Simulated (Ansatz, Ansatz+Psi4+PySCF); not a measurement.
```xyz
2

Al    0.0000    0.0000    0.0000
N     0.0000    0.0000    1.7900
```

Basis set: cc-pVTZ on N; cc-pV(T+d)Z on Al (spherical functions). Frozen core: 6 orbitals. Correlation on ROHF uses semicanonical orbitals with singles. Charge 0, multiplicity 3.

Computed with Ansatz (development build ahead of 0.2.0); each method stands on the lowest determinant of its kind that the runs found.

(1) Give the atomization energy at this shape (free ground-state atoms in the same class of orbitals less the molecule, no zero-point energy) of triplet AlN by ROHF-MP2, UHF-MP2, UHF-CCSD(T), UHF-CCSD, UHF-CCSDT, ROHF-CCSD(T), ROHF, UHF.

## Answers

(1)

```
      method  atomization energy
    ROHF-MP2             2.13 eV
     UHF-MP2             2.04 eV
 UHF-CCSD(T)             2.17 eV
    UHF-CCSD             2.06 eV
   UHF-CCSDT             2.14 eV
ROHF-CCSD(T)             2.14 eV
        ROHF             0.97 eV
         UHF             0.94 eV
```

Caution: the shape is not the minimum. Caution for ROHF-MP2, ROHF-CCSD(T), ROHF: the determinant may break the point group. Caution for UHF-MP2, UHF-CCSD(T), UHF-CCSD, UHF-CCSDT: large amplitudes, a single reference is doubtful. Caution for UHF-MP2, UHF-CCSD(T), UHF-CCSD, UHF-CCSDT, UHF: the determinant breaks the point group; the unrestricted determinant is spin contaminated. Caution for UHF-CCSD(T), UHF-CCSDT, ROHF-CCSD(T): another reference gives a lower total.
